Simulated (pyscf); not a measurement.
SnH₄ + CH₃• → SnH₂ [singlet] + CH₄ + H•, gas phase, doublet surface. Single points on ωB97X-D3(BJ)/def2-SVP structures (PySCF, gas phase). MP2 and CC: frozen core, UHF for open shells. ΔMP2 is the change of the MP2 total energy from the triple- to the quadruple-zeta basis. ΔG in kcal/mol from CCSD(T)/def2-TZVPP + ΔMP2(QZVPP) energies (ideal gas, 1 atm, RRHO with modes under 100 cm⁻¹ raised to 100, one conformer, R ln 2 for chiral ones without a mode under 150 cm⁻¹).

```csv
T (K),ΔG
298,+13.4
600,+5.7
900,?
1200,-9.2
```

Fit a line to the three values, predict ΔG at 900 K, and estimate where the reaction turns favourable at 1 atm of each gas.

Least squares gives ΔG = +20.8 − 25.0 × T/1000 K, so ΔS is about +105 J/(mol K) and ΔH about +20.8 kcal/mol over this range (ΔH at 298 K: +21.0). At 900 K the line gives -1.7; the computed value is -1.8. ΔG = 0 falls near 830 K; 1 kcal/mol in the energy moves that by 40 K. This is thermodynamics alone and says nothing of the barrier. The CCSD(T) − MP2 part came from Ansatz, without density fitting, on the same reference. The frozen core leaves the outer d or s,p core shells of the metals and heavy elements correlated in the MP2 and CC values, and def2-TZVPP describes them poorly, which can shift differences by a few kcal/mol. Elements past Kr carry the def2 core potentials, without spin-orbit coupling.
